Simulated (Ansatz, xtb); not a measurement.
# CH6NSi: which of two isomers lies lower

Structure a: `[CH2][SiH2]N`, a doublet. Structure b: `C[SiH]N`, a doublet. Both are isolated molecules in the gas phase, relaxed with BLYP-D3(BJ)/def2-SVP; the shapes shown needn't be the lowest conformers.

a (Å):

```xyz
9

C    -0.2171   -0.5211    1.4506
N    -1.2118   -0.3308   -1.4512
Si   -0.5966    0.5360   -0.0384
H    -1.6573    1.5316    0.3278
H     0.7534   -1.0287    1.5932
H    -2.1273   -0.7838   -1.3472
H    -0.9795   -0.7924    2.2024
H    -0.5691   -0.9977   -1.8945
H     0.6633    1.2150   -0.4882
```

b (Å):

| atom | x (Å) | y (Å) | z (Å) |
| --- | --- | --- | --- |
| C | -2.9807 | -0.3708 | -0.9448 |
| N | -0.3759 | 0.7846 | -1.7751 |
| Si | -2.0840 | 0.7201 | -2.2319 |
| H | -2.6086 | -1.4155 | -0.9701 |
| H | -4.0695 | -0.3973 | -1.1524 |
| H | -2.8250 | 0.0295 | 0.0795 |
| H | -2.5720 | 2.1512 | -2.1275 |
| H | 0.1366 | -0.1012 | -1.6970 |
| H | 0.2211 | 1.4757 | -2.2429 |

Quicker runs give these differences E(b) − E(a): GFN2-xTB −0.584 eV; HF/STO-3G −0.089 eV (at GFN2-xTB geometries); r2SCAN-D4/def2-SVP −0.486 eV (at GFN2-xTB geometries).

**Question.** Estimate E(b) − E(a) at the level CCSD(T)/def2-SVP + ΔMP2/def2-TZVPP.

**Answer.** Calculated at CCSD(T)/def2-SVP + ΔMP2/def2-TZVPP: E(b) − E(a) = −0.507 eV, so structure b lies lower.

Level by level:

| level | geometry | E(b) − E(a) (eV) | departure from the last row (eV) | job, with rough time for the two |
| --- | --- | --- | --- | --- |
| GFN2-xTB | GFN2-xTB | −0.584 | −0.076 | optimisation, 0.25 s |
| HF/STO-3G | GFN2-xTB | −0.089 | +0.418 | single point, 0.32 s |
| r2SCAN-D4/def2-SVP | GFN2-xTB | −0.486 | +0.021 | single point, 4.4 s |
| BLYP-D3(BJ)/def2-SVP | BLYP-D3(BJ)/def2-SVP | −0.634 | −0.127 | optimisation, 1.7 min |
| HF/def2-SVP | BLYP-D3(BJ)/def2-SVP | −0.185 | +0.322 | part of the CCSD(T) run |
| MP2/def2-SVP | BLYP-D3(BJ)/def2-SVP | −0.614 | −0.107 | part of the CCSD(T) run |
| CCSD(T)/def2-SVP | BLYP-D3(BJ)/def2-SVP | −0.536 | −0.029 | single point |
| CCSD(T)/def2-SVP + ΔMP2/def2-TZVPP | BLYP-D3(BJ)/def2-SVP | −0.507 |  | single point, 22 s |

As drawn, b has 1 C–H in place of 1 Si–H.

None of the levels shown reverses the order. The largest departure from CCSD(T)/def2-SVP + ΔMP2/def2-TZVPP is that of HF/STO-3G, 0.418 eV. The last row adds to CCSD(T) the change of the MP2 difference between the two basis sets, here +0.029 eV.

With harmonic frequencies from BLYP-D3(BJ)/def2-SVP (ideal gas, rigid rotor, one conformer each, 298.15 K, 1 atm): the zero-point term adds +0.109 eV; ΔH is −0.406 and ΔG −0.388 eV.

Open shells are spin-unrestricted. The correlated steps freeze 7 core orbitals. Mirror images aren't counted in ΔG. Programs: Ansatz 0.2.0, xtb 6.7.1; the last row on 1 thread of Intel(R) Xeon(R) 6975P-C (Granite Rapids) on a shared host.
